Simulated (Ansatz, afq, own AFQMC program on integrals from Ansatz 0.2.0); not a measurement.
C2H, doublet → C$_{2}$H⁺, triplet

```xyz
3

C     0.0000    0.0000    0.0447
C     0.0000    0.0000   -1.1555
H     0.0000    0.0000    1.1107
```

Connectivity, by distances: CH–C.

E(triplet, charge +1) − E(doublet, charge +0) at this geometry, on UHF and UHF determinants.

Basis 6-31G. Noble-gas cores (and the filled d shells of Ga–Kr and In–Xe) are frozen. Integrals, coupled cluster, full CI and functionals: Ansatz 0.2.0; the random walks run on the same integrals in our own AFQMC program. The CISD trial takes its coefficients from CCSD amplitudes. Released means that phaseless walkers are propagated on without the constraint, phases kept. Error bars are statistical, one sigma. The errors of all members are added in quadrature.

Full CI on the same integrals is exact in this basis and with this determinant's frozen core.

Errors are counted within 6-31G, not against nature.

Cautions: C₂H (doublet): strong correlation (T1 0.068, weight of the determinant 0.81, largest double 0.12), unrestricted determinant spin contaminated (⟨S²⟩ 1.20 against 0.75), its ph-AFQMC/CISD value lies 59 ± 9 meV above full CI; C₂H⁺ (triplet): lower spins were not checked, raised T1 diagnostic (T1 0.049, weight of the determinant 0.88, largest double 0.13), unrestricted determinant spin contaminated (⟨S²⟩ 2.19 against 2.00), the ph-AFQMC/CISD walk drifts between its halves (2.4 errors); this needn't be the first ionization.

```
level  vertical ionization energy (kJ/mol)
 CCSD                               1079.1
   HF                                990.4
```

Q: From these cheaper values, estimate the vertical ionization energy at the reference level in 6-31G.

A: 1086.3 kJ/mol (full CI in 6-31G).

```json
{"level": "MP2", "vertical ionization energy (kJ/mol)": "1056.7", "error against FCI (kJ/mol)": "-29.7"}
{"level": "CCSD(T)", "vertical ionization energy (kJ/mol)": "1084.2", "error against FCI (kJ/mol)": "-2.1"}
{"level": "CCSDT", "vertical ionization energy (kJ/mol)": "1085.1", "error against FCI (kJ/mol)": "-1.2"}
{"level": "CCSDT(Q)", "vertical ionization energy (kJ/mol)": "1086.0", "error against FCI (kJ/mol)": "-0.3"}
{"level": "CCSDTQ", "vertical ionization energy (kJ/mol)": "1086.1", "error against FCI (kJ/mol)": "-0.2"}
{"level": "ph-AFQMC/CISD", "vertical ionization energy (kJ/mol)": "1081.6 ± 1.2", "error against FCI (kJ/mol)": "-4.8 ± 1.2"}
{"level": "released AFQMC", "vertical ionization energy (kJ/mol)": "1085.5 ± 1.1", "error against FCI (kJ/mol)": "-0.8 ± 1.1"}
```

Correlation beyond CCSD(T) adds 2.1 kJ/mol. The perturbative (T) step is worth +5.1 kJ/mol. Where the cautions show a poor determinant, the low rows tell how each method copes with it, not its usual error.

CCSDT and higher add their correlation energy to the determinant of the CCSD(T) run, since their own runs factorise the integrals more tightly (a shift of under 2 meV). A walk keeps the symmetry of its determinant, which the program's search chose and which needn't be the lowest solution, so a lower state of the same spin and another symmetry isn't excluded. Released energies are given only where the last usable release times agree within the noise; a slower fall can still hide under it.
